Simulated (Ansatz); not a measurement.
Relaxation of C₂H₇Al (10 atoms, charge 0, multiplicity 1), to a largest force component of 0.02 eV/Å in at most 40 steps.

Computed with Ansatz, RKS r2SCAN-D4/def2-SVP.

```xyz
10
Properties=species:S:1:pos:R:3
Al 0.000 0.000 0.000
H 0.000 0.000 1.560
H 1.351 0.000 -0.780
C -1.706 0.000 -0.985
H -2.266 -0.930 -0.756
H -2.310 0.880 -0.680
C -1.430 0.070 -2.478
H -2.347 -0.210 -3.038
H -1.131 1.103 -2.752
H -0.610 -0.633 -2.736
```

Task: Where does it end, and by what steps?

Result: It converged. The force dipped under the threshold on the way, but the program's further checks kept it going. After 7 steps the energy has fallen by 0.127 eV; H10 moved furthest, 0.34 Å.

```csv
step,energy less start (eV),largest force component (eV/Å),accepted
0,0.0000,0.591,yes
1,-0.1061,0.245,yes
2,-0.1198,0.104,yes
3,-0.1232,0.178,yes
4,-0.1263,0.075,yes
5,-0.1270,0.012,yes
6,-0.1271,0.035,yes
7,-0.1272,0.002,yes
```

```xyz
10
Properties=species:S:1:pos:R:3
Al 0.026 0.041 0.064
H -0.078 0.023 1.655
H 1.464 0.103 -0.623
C -1.617 -0.026 -1.010
H -2.145 -0.960 -0.725
H -2.291 0.770 -0.633
C -1.482 0.063 -2.535
H -2.458 0.001 -3.048
H -1.014 1.011 -2.850
H -0.853 -0.747 -2.939
```

Whether the end is a true minimum wasn't checked by a vibrational analysis.

Time of the run: 5.7 s on 2 threads of AMD EPYC 9R45 96-Core Processor (Zen 5), with other jobs on the host, peak memory 0.16 GiB.
